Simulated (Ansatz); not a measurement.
Born–Oppenheimer molecular dynamics of FH7Si2 (10 atoms, charge 0, multiplicity 1). It starts at the highest image of a converged band. Of that band: Neighbouring images differ by up to 1.8 eV, so the band resolves the path poorly. A vibrational analysis at the climbing image gives one clearly imaginary mode, 1191i cm⁻¹: a first-order saddle point.

All numbers below come from RKS PBE0-D4/6-31G* in Ansatz 0.2.0.

```
ensemble                      : NVE (velocity Verlet)
time step                     : 0.5 fs
steps asked                   : 200
starting velocities drawn for : 300 K
seed                          : 6587
```

First frame:

```xyz
10
Properties=species:S:1:pos:R:3
Si 0.108 -0.191 0.029
H 0.081 0.125 1.701
H 1.345 0.307 -0.618
H -0.805 1.008 -0.004
Si -1.159 -1.913 -0.900
H -2.042 -2.450 0.175
H -2.022 -1.410 -2.007
H -0.300 -3.022 -1.395
F 1.095 -1.558 1.002
H 0.600 -0.689 1.697
```

Task: How far do the bonds stretch over the last three quarters of this one trajectory? (Pairs bonded in most of those frames.)

Result: 
| bond | mean (Å) | spread (Å) | shortest | longest |
| --- | --- | --- | --- | --- |
| Si1–H3 | 1.498 | 0.032 | 1.45 | 1.55 |
| Si1–H4 | 1.500 | 0.025 | 1.45 | 1.54 |
| Si1–Si5 | 2.340 | 0.047 | 2.28 | 2.43 |
| Si1–F9 | 1.688 | 0.168 | 1.43 | 1.92 |
| H2–H10 | 0.743 | 0.004 | 0.74 | 0.75 |
| Si5–H6 | 1.491 | 0.032 | 1.44 | 1.54 |
| Si5–H7 | 1.493 | 0.026 | 1.46 | 1.53 |
| Si5–H8 | 1.493 | 0.021 | 1.46 | 1.52 |

Mean temperature of the second half: 1851 K. The conserved energy stayed within 0.13 meV per atom of its start (net change 0.11 meV per atom), so the integration is sound. The kinetic energy rose, since the run started high on the potential surface and went downhill. It ends in pieces (FH5Si2 + H2), so much of that is their flight and rotation, not heat. A run of 0.1 ps of so small a system gives no equilibrium averages. The orbitals stay closed-shell, which can raise the energy where a bond breaks towards radicals; this wasn't checked here.

The run took 8.9 min on 1 thread of Arm Neoverse V1, with other jobs on the host, peak memory 0.13 GiB.
